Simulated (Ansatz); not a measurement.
**AlSiH (singlet): trial inputs and their diagnosis at distance Si1–Al2 = 6.491 Å**

3 inputs are run for AlSiH (singlet) as typed; the log has to tell whether the result can be used and what must change.

The runs use Ansatz 0.2.0, Gaussian basis; the settings change from run to run.

24 further runs of the same task are left out: 3 for a known fault of the program, 1 for a mislabelled method, 16 that didn't finish, 4 set aside as unsound or not needed.

## (1) What is computed

The geometry derives from a PBE0/def2-TZVP stationary point (not a proven minimum). One bond is set to the value named and the two fragments are kept rigid.

3 atoms, charge 0, spin multiplicity 1.

Atoms are counted from 1 here; the program's logs count them from 0.

Bond lengths: Al2–H3 1.595 Å.

## (2) Try 1

in.yaml reads:

```yaml
crystal:
  periodic: [false, false, false]
  atoms:
    - {symbol: Si, position_ang: [0.000000, 0.000000, -4.858935]}
    - {symbol: Al, position_ang: [0.000000, 0.000000, 1.632065]}
    - {symbol: H, position_ang: [0.000000, 0.000000, 3.226871]}
basis:
  gaussian: {orbitals: 6-31G}
correlation: {active_space: {window: {electrons: 2, orbitals: 2}, places: [1, 2]}}
scf: {omitted_lower_state_checks: [cluster_reference]}
```

Started as:

```sh
$ ansatz run in.yaml --threads 1 --pin off --events-out ev --progress --plain --max-ram 2393MiB
```

Output:

```text
Error: invalid value for `correlation.active_space`: name one of window, places and ras
```

Wall time 0.03 s (1 thread of Arm Neoverse V1, shared host).

**Diagnosis.** The run was refused. The active space is defined twice. To mend it, keep one definition.

## (3) Try 2

in.yaml reads:

```yaml
crystal:
  periodic: [false, false, false]
  atoms:
    - {symbol: Si, position_ang: [0.000000, 0.000000, -4.858935]}
    - {symbol: Al, position_ang: [0.000000, 0.000000, 1.632065]}
    - {symbol: H, position_ang: [0.000000, 0.000000, 3.226871]}
basis:
  gaussian: {orbitals: 6-31G}
magnetization: {spin_polarized: false}
hamiltonian: {xc: {name: r2SCAN}}
correlation: {method: ccsdt_q, electrons: all}
scf: {lower_state_search: off}
```

The command is unchanged.

Output:

```text
Functional definition: r2SCAN
  name "r2SCAN"
  cite "Furness, Kaplan, Ning, Perdew & Sun, J. Phys. Chem. Lett. 11, 8208 (2020) doi:10.1021/acs.jpclett.0c02405"
  cite "Furness, Kaplan, Ning, Perdew & Sun, J. Phys. Chem. Lett. 11, 9248 (2020) doi:10.1021/acs.jpclett.0c03077"
  parent r2scan
  parameter k0 = 0.174
  parameter k1 = 0.065
  parameter a1 = 4.9479
  exchange = r2scan_x(k0 = k0, k1 = k1, a1 = a1)
  correlation = r2scan_c
these checks for a lower state are left out or cut short: stability, starts, cluster_reference, orbital_swaps, neighbouring_geometries, increment
529 factors; integrals over basis functions are off by at most 7.5e-8 eV
mean field evaluation 1: about -14480.8641 eV, gradient 8.5e0 eV
mean field evaluation 2: about -14480.8581 eV, gradient 8.5e0 eV
mean field evaluation 4: about -14481.1390 eV, gradient 1.4e0 eV
mean field evaluation 8: about -14481.1761 eV, gradient 1.6e0 eV
mean field evaluation 16: about -14481.1920 eV, gradient 9.9e-6 eV
mean field -14481.19201363 eV, -532.1739907963 hartree, gradient 9.9e-6 eV, S^2 0.000000; 0 other end points of the search recorded, 0 dependent functions left out
reference -14454.42261793 eV, -531.1902336493 hartree; 14, 14 occupied and 14, 14 virtual orbitals, 529 factors
second order -1.65881434 eV of doubles, -0.10160073 eV of singles
cycle   1  -2.22982564 eV  change   -4.7e-1 eV  update   8.5e-2
cycle   2  -2.57876193 eV  change   -3.5e-1 eV  update   4.4e-2
cycle   3  -2.58844087 eV  change   -9.7e-3 eV  update   2.2e-2
cycle   4  -2.60195604 eV  change   -1.4e-2 eV  update   2.0e-2
cycle   5  -2.63454726 eV  change   -3.3e-2 eV  update   1.9e-2
cycle   6  -2.69448351 eV  change   -6.0e-2 eV  update   1.5e-2
cycle   7  -2.69037335 eV  change    4.1e-3 eV  update   4.7e-3
cycle   8  -2.69770053 eV  change   -7.3e-3 eV  update   2.7e-3
cycle   9  -2.70323324 eV  change   -5.5e-3 eV  update   1.3e-3
cycle  10  -2.69980567 eV  change    3.4e-3 eV  update   9.8e-4
cycle  11  -2.70103328 eV  change   -1.2e-3 eV  update   8.8e-4
cycle  12  -2.70117025 eV  change   -1.4e-4 eV  update   8.3e-4
cycle  13  -2.70109193 eV  change    7.8e-5 eV  update   8.3e-4
cycle  14  -2.70100126 eV  change    9.1e-5 eV  update   8.3e-4
cycle  15  -2.70101787 eV  change   -1.7e-5 eV  update   8.3e-4
cycle  16  -2.70096487 eV  change    5.3e-5 eV  update   8.3e-4
cycle  17  -2.70069066 eV  change    2.7e-4 eV  update   1.0e-3
cycle  18  -2.70123084 eV  change   -5.4e-4 eV  update   1.6e-3
cycle  19  -2.70306403 eV  change   -1.8e-3 eV  update   1.6e-3
cycle  20  -2.70379726 eV  change   -7.3e-4 eV  update   7.9e-4
cycle  21  -2.70673481 eV  change   -2.9e-3 eV  update   4.4e-4
cycle  22  -2.70966052 eV  change   -2.9e-3 eV  update   4.2e-4
cycle  23  -2.71158892 eV  change   -1.9e-3 eV  update   2.8e-4
cycle  24  -2.71148458 eV  change    1.0e-4 eV  update   2.8e-4
cycle  25  -2.71151961 eV  change   -3.5e-5 eV  update   3.0e-4
cycle  26  -2.71175341 eV  change   -2.3e-4 eV  update   3.4e-4
cycle  27  -2.71241247 eV  change   -6.6e-4 eV  update   1.8e-4
cycle  28  -2.71404921 eV  change   -1.6e-3 eV  update   3.7e-4
cycle  29  -2.71684095 eV  change   -2.8e-3 eV  update   1.3e-4
cycle  30  -2.71876814 eV  change   -1.9e-3 eV  update   1.3e-4
cycle  31  -2.71576251 eV  change    3.0e-3 eV  update   1.3e-4
cycle  32  -2.70873736 eV  change    7.0e-3 eV  update   1.6e-4
cycle  33  -2.71203274 eV  change   -3.3e-3 eV  update   2.6e-4
cycle  34  -2.71688900 eV  change   -4.9e-3 eV  update   1.9e-4
cycle  35  -2.72519577 eV  change   -8.3e-3 eV  update   1.6e-4
cycle  36  -2.72535142 eV  change   -1.6e-4 eV  update   5.1e-4
cycle  37  -2.72545248 eV  change   -1.0e-4 eV  update   5.2e-4
cycle  38  -2.72719580 eV  change   -1.7e-3 eV  update   5.3e-4
cycle  39  -2.73021845 eV  change   -3.0e-3 eV  update   6.6e-4
cycle  40  -2.72979785 eV  change    4.2e-4 eV  update   9.6e-4
cycle  41  -2.72998063 eV  change   -1.8e-4 eV  update   9.1e-4
cycle  42  -2.72253425 eV  change    7.4e-3 eV  update   9.3e-4
cycle   1  -2.72113517 eV  update   2.7e-4
cycle   2  -2.72158713 eV  change   -4.5e-4 eV  update   2.3e-4
cycle   3  -2.72192415 eV  change   -3.4e-4 eV  update   1.9e-4
cycle   4  -2.72200255 eV  change   -7.8e-5 eV  update   4.3e-4
cycle   5  -2.72197465 eV  change    2.8e-5 eV  update   2.7e-4
cycle   6  -2.72195976 eV  change    1.5e-5 eV  update   1.4e-4
cycle   7  -2.72194356 eV  change    1.6e-5 eV  update   9.4e-5
cycle   8  -2.72188201 eV  change    6.2e-5 eV  update   9.4e-5
cycle   9  -2.72173341 eV  change    1.5e-4 eV  update   9.4e-5
cycle  10  -2.72160352 eV  change    1.3e-4 eV  update   9.3e-5
cycle  11  -2.72136747 eV  change    2.4e-4 eV  update   9.7e-5
cycle  12  -2.72077441 eV  change    5.9e-4 eV  update   1.2e-4
cycle  13  -2.72005138 eV  change    7.2e-4 eV  update   1.1e-4
cycle  14  -2.71957414 eV  change    4.8e-4 eV  update   9.7e-5
cycle  15  -2.71927416 eV  change    3.0e-4 eV  update   9.1e-5
cycle  16  -2.71873688 eV  change    5.4e-4 eV  update   8.8e-5
cycle  17  -2.71799011 eV  change    7.5e-4 eV  update   9.6e-5
cycle  18  -2.71707106 eV  change    9.2e-4 eV  update   1.3e-4
cycle  19  -2.71504851 eV  change    2.0e-3 eV  update   1.3e-4
cycle  20  -2.71175188 eV  change    3.3e-3 eV  update   1.2e-4
cycle  21  -2.71164553 eV  change    1.1e-4 eV  update   1.2e-4
cycle  22  -2.71197313 eV  change   -3.3e-4 eV  update   1.3e-4
cycle  23  -2.71263515 eV  change   -6.6e-4 eV  update   1.4e-4
cycle  24  -2.71280340 eV  change   -1.7e-4 eV  update   8.9e-5
cycle  25  -2.71291533 eV  change   -1.1e-4 eV  update   8.9e-5
cycle  26  -2.71339223 eV  change   -4.8e-4 eV  update   8.4e-5
cycle  27  -2.71444696 eV  change   -1.1e-3 eV  update   8.3e-5
cycle  28  -2.71503232 eV  change   -5.9e-4 eV  update   1.1e-4
cycle  29  -2.71525441 eV  change   -2.2e-4 eV  update   5.9e-5
cycle  30  -2.71520164 eV  change    5.3e-5 eV  update   5.9e-5
cycle  31  -2.71541454 eV  change   -2.1e-4 eV  update   6.1e-5
cycle  32  -2.71496796 eV  change    4.5e-4 eV  update   5.7e-5
cycle  33  -2.71419841 eV  change    7.7e-4 eV  update   5.9e-5
cycle  34  -2.72573230 eV  change   -1.2e-2 eV  update   6.3e-5
cycle  35  -2.71183915 eV  change    1.4e-2 eV  update   4.4e-4
cycle  36  -2.70423906 eV  change    7.6e-3 eV  update   1.2e-4
cycle  37  -2.68816551 eV  change    1.6e-2 eV  update   5.1e-4
cycle  38  -2.70409566 eV  change   -1.6e-2 eV  update   2.6e-3
cycle  39  -2.70706982 eV  change   -3.0e-3 eV  update   5.1e-4
cycle  40  -2.70689660 eV  change    1.7e-4 eV  update   3.4e-4
cycle  41  -2.70789858 eV  change   -1.0e-3 eV  update   3.5e-4
cycle  42  -2.70918603 eV  change   -1.3e-3 eV  update   3.0e-4
cycle  43  -2.70965039 eV  change   -4.6e-4 eV  update   2.5e-4
cycle  44  -2.71220216 eV  change   -2.6e-3 eV  update   2.3e-4
cycle  45  -2.71274627 eV  change   -5.4e-4 eV  update   1.6e-4
cycle  46  -2.71030288 eV  change    2.4e-3 eV  update   1.5e-4
cycle  47  -2.71824716 eV  change   -7.9e-3 eV  update   2.1e-4
cycle  48  -2.71195640 eV  change    6.3e-3 eV  update   1.8e-4
cycle  49  -2.70747775 eV  change    4.5e-3 eV  update   1.7e-4
cycle  50  -2.71515693 eV  change   -7.7e-3 eV  update   3.2e-4
cycle  51  -2.71481729 eV  change    3.4e-4 eV  update   1.4e-4
cycle  52  -2.71784038 eV  change   -3.0e-3 eV  update   1.4e-4
cycle  53  -2.72193049 eV  change   -4.1e-3 eV  update   1.7e-4
cycle  54  -2.71470455 eV  change    7.2e-3 eV  update   3.1e-4
cycle  55  -2.70989977 eV  change    4.8e-3 eV  update   1.4e-4
cycle  56  -2.70935293 eV  change    5.5e-4 eV  update   2.2e-4
cycle  57  -2.71429954 eV  change   -4.9e-3 eV  update   2.4e-4
cycle  58  -2.72087225 eV  change   -6.6e-3 eV  update   1.4e-4
cycle  59  -2.72081961 eV  change    5.3e-5 eV  update   2.7e-4
cycle  60  -2.72060371 eV  change    2.2e-4 eV  update   2.6e-4
cycle  61  -2.71963378 eV  change    9.7e-4 eV  update   2.5e-4
cycle  62  -2.71910493 eV  change    5.3e-4 eV  update   2.2e-4
cycle  63  -2.71890442 eV  change    2.0e-4 eV  update   2.0e-4
cycle  64  -2.71844785 eV  change    4.6e-4 eV  update   2.0e-4
cycle  65  -2.71700494 eV  change    1.4e-3 eV  update   1.8e-4
cycle  66  -2.71194162 eV  change    5.1e-3 eV  update   1.6e-4
cycle  67  -2.71959667 eV  change   -7.7e-3 eV  update   1.7e-4
cycle  68  -2.71873909 eV  change    8.6e-4 eV  update   2.2e-4
cycle  69  -2.72003509 eV  change   -1.3e-3 eV  update   1.9e-4
cycle  70  -2.72062279 eV  change   -5.9e-4 eV  update   2.3e-4
cycle  71  -2.71807690 eV  change    2.5e-3 eV  update   2.6e-4
cycle  72  -2.71655829 eV  change    1.5e-3 eV  update   1.8e-4
cycle  73  -2.71230299 eV  change    4.3e-3 eV  update   1.5e-4
cycle  74  -2.71112417 eV  change    1.2e-3 eV  update   1.6e-4
cycle  75  -2.72370108 eV  change   -1.3e-2 eV  update   1.8e-4
cycle  76  -2.70923485 eV  change    1.4e-2 eV  update   4.1e-4
cycle  77  -2.70471470 eV  change    4.5e-3 eV  update   2.4e-4
cycle  78  -2.71651389 eV  change   -1.2e-2 eV  update   4.8e-4
cycle  79  -2.73080710 eV  change   -1.4e-2 eV  update   1.5e-4
cycle  80  -2.73440055 eV  change   -3.6e-3 eV  update   1.0e-3
cycle  81  -2.73383777 eV  change    5.6e-4 eV  update   1.5e-3
cycle  82  -2.73068970 eV  change    3.1e-3 eV  update   1.4e-3
cycle  83  -2.73241820 eV  change   -1.7e-3 eV  update   1.0e-3
cycle  84  -2.73245364 eV  change   -3.5e-5 eV  update   1.2e-3
cycle  85  -2.73026160 eV  change    2.2e-3 eV  update   1.2e-3
cycle  86  -2.72303611 eV  change    7.2e-3 eV  update   9.6e-4
cycle  87  -2.71874313 eV  change    4.3e-3 eV  update   3.7e-4
cycle  88  -2.70884380 eV  change    9.9e-3 eV  update   1.9e-4
cycle  89  -2.69663988 eV  change    1.2e-2 eV  update   2.6e-4
cycle  90  -2.68978367 eV  change    6.9e-3 eV  update   1.3e-3
cycle  91  -2.69226276 eV  change   -2.5e-3 eV  update   2.3e-3
cycle  92  -2.69126437 eV  change    1.0e-3 eV  update   1.9e-3
cycle  93  -2.69153239 eV  change   -2.7e-4 eV  update   2.0e-3
cycle  94  -2.69042159 eV  change    1.1e-3 eV  update   2.0e-3
cycle  95  -2.70318699 eV  change   -1.3e-2 eV  update   2.2e-3
cycle  96  -2.70510667 eV  change   -1.9e-3 eV  update   6.0e-4
cycle  97  -2.71263070 eV  change   -7.5e-3 eV  update   4.6e-4
cycle  98  -2.71666438 eV  change   -4.0e-3 eV  update   1.5e-4
cycle  99  -2.72049790 eV  change   -3.8e-3 eV  update   1.5e-4
cycle 100  -2.72506664 eV  change   -4.6e-3 eV  update   2.5e-4
cycle 101  -2.72959620 eV  change   -4.5e-3 eV  update   5.0e-4
cycle 102  -2.72213713 eV  change    7.5e-3 eV  update   8.9e-4
cycle 103  -2.71540433 eV  change    6.7e-3 eV  update   3.2e-4
cycle 104  -2.71433700 eV  change    1.1e-3 eV  update   1.4e-4
cycle 105  -2.70530172 eV  change    9.0e-3 eV  update   1.4e-4
cycle 106  -2.69482860 eV  change    1.0e-2 eV  update   4.4e-4
cycle 107  -2.68835854 eV  change    6.5e-3 eV  update   1.5e-3
cycle 108  -2.70477311 eV  change   -1.6e-2 eV  update   2.5e-3
cycle 109  -2.70830485 eV  change   -3.5e-3 eV  update   4.8e-4
cycle 110  -2.70800461 eV  change    3.0e-4 eV  update   2.8e-4
cycle 111  -2.70914280 eV  change   -1.1e-3 eV  update   2.9e-4
cycle 112  -2.71405847 eV  change   -4.9e-3 eV  update   2.5e-4
cycle 113  -2.72506463 eV  change   -1.1e-2 eV  update   1.4e-4
cycle 114  -2.73978514 eV  change   -1.5e-2 eV  update   5.0e-4
cycle 115  -2.75212816 eV  change   -1.2e-2 eV  update   2.3e-3
cycle 116  -2.75632467 eV  change   -4.2e-3 eV  update   4.9e-3
cycle 117  -2.72796806 eV  change    2.8e-2 eV  update   6.1e-3
cycle 118  -2.72657423 eV  change    1.4e-3 eV  update   7.4e-4
cycle 119  -2.72428829 eV  change    2.3e-3 eV  update   6.2e-4
cycle 120  -2.72357480 eV  change    7.1e-4 eV  update   4.5e-4
cycle 121  -2.72196518 eV  change    1.6e-3 eV  update   4.0e-4
cycle 122  -2.71944586 eV  change    2.5e-3 eV  update   3.2e-4
cycle 123  -2.71757647 eV  change    1.9e-3 eV  update   2.1e-4
cycle 124  -2.71572397 eV  change    1.9e-3 eV  update   1.6e-4
cycle 125  -2.71498456 eV  change    7.4e-4 eV  update   1.4e-4
cycle 126  -2.71278828 eV  change    2.2e-3 eV  update   1.4e-4
cycle 127  -2.71554308 eV  change   -2.8e-3 eV  update   1.5e-4
cycle 128  -2.71403908 eV  change    1.5e-3 eV  update   1.4e-4
cycle 129  -2.71467019 eV  change   -6.3e-4 eV  update   1.4e-4
cycle 130  -2.71490377 eV  change   -2.3e-4 eV  update   1.4e-4
cycle 131  -2.71478171 eV  change    1.2e-4 eV  update   1.4e-4
cycle 132  -2.70647847 eV  change    8.3e-3 eV  update   1.4e-4
cycle 133  -2.71488240 eV  change   -8.4e-3 eV  update   3.7e-4
cycle 134  -2.72075459 eV  change   -5.9e-3 eV  update   1.4e-4
cycle 135  -2.71941909 eV  change    1.3e-3 eV  update   2.6e-4
cycle 136  -2.71815050 eV  change    1.3e-3 eV  update   2.1e-4
cycle 137  -2.71656867 eV  change    1.6e-3 eV  update   1.8e-4
cycle 138  -2.71677251 eV  change   -2.0e-4 eV  update   1.5e-4
cycle 139  -2.71621892 eV  change    5.5e-4 eV  update   1.5e-4
cycle 140  -2.71555328 eV  change    6.7e-4 eV  update   1.4e-4
cycle 141  -2.71510772 eV  change    4.5e-4 eV  update   1.4e-4
cycle 142  -2.71067017 eV  change    4.4e-3 eV  update   1.4e-4
cycle 143  -2.71744655 eV  change   -6.8e-3 eV  update   1.9e-4
cycle 144  -2.71753236 eV  change   -8.6e-5 eV  update   1.6e-4
cycle 145  -2.71857663 eV  change   -1.0e-3 eV  update   1.6e-4
cycle 146  -2.71934508 eV  change   -7.7e-4 eV  update   1.9e-4
cycle 147  -2.71919664 eV  change    1.5e-4 eV  update   2.1e-4
cycle 148  -2.71893005 eV  change    2.7e-4 eV  update   2.0e-4
cycle 149  -2.71837749 eV  change    5.5e-4 eV  update   2.0e-4
cycle 150  -2.71313191 eV  change    5.2e-3 eV  update   1.8e-4
cycle 151  -2.71435347 eV  change   -1.2e-3 eV  update   1.5e-4
cycle 152  -2.71827800 eV  change   -3.9e-3 eV  update   1.4e-4
cycle 153  -2.71821299 eV  change    6.5e-5 eV  update   1.8e-4
cycle 154  -2.72032600 eV  change   -2.1e-3 eV  update   1.8e-4
cycle 155  -2.72042465 eV  change   -9.9e-5 eV  update   2.4e-4
cycle 156  -2.71968197 eV  change    7.4e-4 eV  update   2.5e-4
cycle 157  -2.71697494 eV  change    2.7e-3 eV  update   2.2e-4
cycle 158  -2.70891899 eV  change    8.1e-3 eV  update   1.5e-4
cycle 159  -2.71151316 eV  change   -2.6e-3 eV  update   2.5e-4
cycle 160  -2.71655335 eV  change   -5.0e-3 eV  update   1.7e-4
cycle 161  -2.71664933 eV  change   -9.6e-5 eV  update   1.5e-4
cycle 162  -2.71762424 eV  change   -9.7e-4 eV  update   1.5e-4
cycle 163  -2.72038796 eV  change   -2.8e-3 eV  update   1.7e-4
cycle 164  -2.72128199 eV  change   -8.9e-4 eV  update   2.5e-4
cycle 165  -2.71978791 eV  change    1.5e-3 eV  update   2.8e-4
cycle 166  -2.71432126 eV  change    5.5e-3 eV  update   2.2e-4
cycle 167  -2.71458538 eV  change   -2.6e-4 eV  update   1.4e-4
cycle 168  -2.71092090 eV  change    3.7e-3 eV  update   1.4e-4
cycle 169  -2.71543124 eV  change   -4.5e-3 eV  update   1.9e-4
cycle 170  -2.71514055 eV  change    2.9e-4 eV  update   1.4e-4
cycle 171  -2.71641026 eV  change   -1.3e-3 eV  update   1.4e-4
cycle 172  -2.71661139 eV  change   -2.0e-4 eV  update   1.5e-4
cycle 173  -2.71669906 eV  change   -8.8e-5 eV  update   1.5e-4
cycle 174  -2.71731106 eV  change   -6.1e-4 eV  update   1.5e-4
cycle 175  -2.72793528 eV  change   -1.1e-2 eV  update   1.6e-4
cycle 176  -2.75541555 eV  change   -2.7e-2 eV  update   7.3e-4
cycle 177  -2.85288963 eV  change   -9.7e-2 eV  update   5.8e-3
cycle 178  -2.65665181 eV  change    2.0e-1 eV  update   6.6e-2
cycle 179  -1.45637705 eV  change     1.2e0 eV  update   1.2e-2
cycle 180  2.82896401 eV  change     4.3e0 eV  update    5.4e0
cycle 181  -80.32723222 eV  change    -8.3e1 eV  update    1.0e2
cycle 182  69714.55917186 eV  change     7.0e4 eV  update    2.6e4
cycle 183  139595.71072837 eV  change     7.0e4 eV  update   3.4e10
cycle 184  147514002254.60043335 eV  change    1.5e11 eV  update   1.5e11
cycle 185  2378487133220021013862571573248.00000000 eV  change    2.4e30 eV  update   4.0e22
Error: the amplitudes diverged in cycle 186
```

Wall time 60 s (1 thread of Arm Neoverse V1, shared host); peak memory 0.31 GiB.

What is wrong: The run stopped with an error. It says: «the amplitudes diverged in cycle 186». The mean field converged; the cluster equations of the level asked for did not. Cure: more DIIS vectors, another determinant or a multireference method.

## (4) Try 3

in.yaml reads:

```yaml
crystal:
  periodic: [false, false, false]
  atoms:
    - {symbol: Si, position_ang: [0.000000, 0.000000, -4.858935]}
    - {symbol: Al, position_ang: [0.000000, 0.000000, 1.632065]}
    - {symbol: H, position_ang: [0.000000, 0.000000, 3.226871]}
basis:
  gaussian: {orbitals: aug-cc-pVTZ, fitting: {mean_field: def2-universal-jkfit}}
magnetization: {spin_polarized: false}
correlation: {method: ccsdtq, electrons: all}
```

The command is unchanged.

Output:

```text
Functional definition: HF
  name "HF"
  cite "Fock, Z. Phys. 61, 126 (1930) doi:10.1007/BF01340294"
  parent pbe
  exchange = exact_x
  correlation = 0
274 factors; integrals over basis functions are off by at most 1.2e0 eV
mean field evaluation 1: about -14455.6247 eV, gradient 8.7e0 eV
mean field evaluation 2: about -14456.1596 eV, gradient 2.6e0 eV
mean field evaluation 4: about -14456.2232 eV, gradient 1.5e-1 eV
mean field evaluation 8: about -14456.2232 eV, gradient 8.7e-1 eV
mean field evaluation 16: about -14456.2579 eV, gradient 1.0e-1 eV
mean field evaluation 32: about -14455.6247 eV, gradient 8.7e0 eV
mean field evaluation 64: about -14456.2235 eV, gradient 4.0e-5 eV
mean field evaluation 96: about -14418.4064 eV, gradient 5.3e1 eV
mean field -14456.25812822 eV, -531.2576874085 hartree, gradient 1.4e-6 eV, S^2 0.000000; 8 other end points of the search recorded, 0 dependent functions left out; unrestricted orbitals would lower it
determinant -14456.25812822 eV, -531.2576874085 hartree, with singles and doubles -14464.60558858 eV, -531.5644509185 hartree
determinant -14456.22349224 eV, -531.2564145598 hartree, with singles and doubles -14464.58766288 eV, -531.5637921611 hartree
determinant -14456.25812822 eV, -531.2576874085 hartree, with singles and doubles -14464.55844889 eV, -531.5627185668 hartree
determinant -14456.22349224 eV, -531.2564145598 hartree, with singles and doubles -14464.54063754 eV, -531.5620640119 hartree
mean field evaluation 128: about -14456.1664 eV, gradient 7.6e0 eV
Error: SIGTERM received: run cancelled behind 128 evaluations of the mean field
```

It took 79 s on 1 thread of Arm Neoverse V1, shared host.

Diagnosis: The run was cut at its time limit. The job is too large for the time given. Cure: a smaller basis or space, or a lower level; a longer limit helps only where the log shows it near its end.

## (5) Summary

```
try                      level                  ended                                    cause    time
  1          CASSCF(2,2)/6-31G                refused        the active space is defined twice  0.03 s
  2             CCSDT(Q)/6-31G    stopped by an error     the amplitudes diverged in cycle 186    60 s
  3  CCSDTQ on RHF/aug-cc-pVTZ  cut at its time limit  the job is too large for the time given    79 s
```

1 refused, 1 stopped by an error, 1 cut at its time limit.
